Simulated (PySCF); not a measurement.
**dimethylamine: calculation against experiment**

**The experiment to reproduce.**

From NIST CCCBDB Release 22 (SRD 101), experimental dipoles, for the gas: dipole moment (dielectric constant against temperature) 1.03 D.

From NIST CCCBDB Release 22 (SRD 101), experimental polarizabilities, for the gas: mean polarisability 5.447 Å³.

The runs below try to reproduce these values; the comparison stands at the end.

Dimethylamine, C2H7N.
Atom-mapped SMILES: `[CH3:1][NH:2][CH3:3]` (hydrogens: H4, H5, H6 on C1; H7 on N2; H8, H9, H10 on C3)

Geometry (GFN2-xTB, Å), atoms numbered from 1 in this order:
```
atom  x, y, z in Å
C1    -1.2080   -0.0492   -0.0488
N2     0.0374    0.6511   -0.2830
C3     1.1980   -0.1777   -0.0328
H4    -1.2740   -0.8837   -0.7475
H5    -2.0380    0.6289   -0.2380
H6    -1.3025   -0.4499    0.9727
H7     0.0779    1.4772    0.3076
H8     1.1836   -1.0138   -0.7327
H9     1.2359   -0.5862    0.9895
H10    2.0984    0.4079   -0.2095
```

The PySCF runs (gas phase, on this GFN2-xTB geometry; no spin–orbit coupling):

```csv
level,job,basis functions
PBE0/pcSseg-1,"shieldings, charges and field gradients, density and orbital grids written",86
OLYP/cc-pVDZ,"shieldings, charges and field gradients",77
"OLYP/def2-TZVP, damping 0.3 at the start, DIIS from the seventh cycle, energy threshold 1e-08 Eh",shieldings,135
CAM-B3LYP/def2-SVPD,"8 singlets by full TDDFT, 3 Tamm–Dancoff triplets, polarisability",116
PBE0/def2-SVPD,"6 singlets by full TDDFT, 2 Tamm–Dancoff triplets, polarisability, density and orbital grids written",116
B3LYP/pcJ-1,"spin–spin couplings from 10 perturbed nuclei, spin–dipole term for 1 of them",151
```

## Comparison

**Dipole moment.** Measured: 1.03 D (NIST CCCBDB Release 22 (SRD 101), experimental dipoles).

```
              level  computed (D)  computed − measured (D)  % (from the printed values)
      PBE0/pcSseg-1          1.05                    +0.02                           +2
       OLYP/cc-pVDZ          0.79                    -0.24                          -23
     OLYP/def2-TZVP          0.88                    -0.15                          -15
CAM-B3LYP/def2-SVPD          1.04                    +0.01                           +1
     PBE0/def2-SVPD          1.00                    -0.03                           -3
        B3LYP/pcJ-1          1.02                    -0.01                           -1
```

The computed dipoles belong to one fixed geometry; measured ones are averaged over vibrations unless marked μe. Magnitudes are compared, not signs.

**Mean polarisability.** Measured: 5.447 Å³ (NIST CCCBDB Release 22 (SRD 101), experimental polarizabilities).

```json
{"level": "CAM-B3LYP/def2-SVPD", "computed (Å³)": "5.438", "computed − measured (Å³)": "-0.009", "% (from the printed values)": "0"}
{"level": "PBE0/def2-SVPD", "computed (Å³)": "5.466", "computed − measured (Å³)": "+0.019", "% (from the printed values)": "0"}
```

Closest is CAM-B3LYP/def2-SVPD (-0.009 Å³), furthest PBE0/def2-SVPD (+0.019 Å³); one molecule doesn't rank methods. The computed values are static and purely electronic, with core orbitals frozen in the response (1 au = 0.148185 Å³). The table of measured values doesn't say here whether a value is static or optical, or holds a vibrational part.

The geometry is computed, not the measured one. Where a level misses, the cause wasn't examined.
